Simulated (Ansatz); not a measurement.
Input file:

```yaml
crystal:
  periodic: [false, false, false]
  atoms:
    - {symbol: N, position_ang: [-0.136391, -0.031601, -0.049187]}
    - {symbol: H, position_ang: [-0.433671, 0.936233, -0.049186]}
    - {symbol: H, position_ang: [-0.433670, -0.433900, 0.831073]}
    - {symbol: H, position_ang: [0.876070, -0.031600, -0.049187]}
    - {symbol: H, position_ang: [1.886609, -0.031600, -0.049187]}
basis:
  gaussian: {orbitals: def2-SVP}
magnetization: {spin_polarized: true, initial_magnetization: 1}
hamiltonian: {xc: hf}
accuracy: high
output: {orbitals: {seedname: orbitals}}
```

```sh
$ ansatz run in.yaml --threads 1 --pin off --events-out ev --progress --plain --max-ram 2393MiB
```

Output:

```
723 factors; integrals over basis functions are off by at most 3.4e-9 eV
mean field evaluation 1: about -1538.5677 eV, gradient 1.9e1 eV
mean field evaluation 2: about -1538.5677 eV, gradient 1.9e1 eV
mean field evaluation 4: about -1540.3992 eV, gradient 2.2e0 eV
mean field evaluation 8: about -1540.4685 eV, gradient 3.8e-2 eV
mean field -1540.46843821 eV, -56.6111709371 hartree, gradient 3.0e-8 eV, S^2 0.760582; 0 other end points of the search recorded, 0 dependent functions left out
reference -1540.46843821 eV, -56.6111709371 hartree; 6, 5 occupied and 28, 29 virtual orbitals, 723 factors
Total energy: -1540.46843821 eV, -56.6111709371 hartree
```

Ran on 1 thread of Arm Neoverse V1, shared host: 0.21 s wall, 0.07 GiB peak host memory.
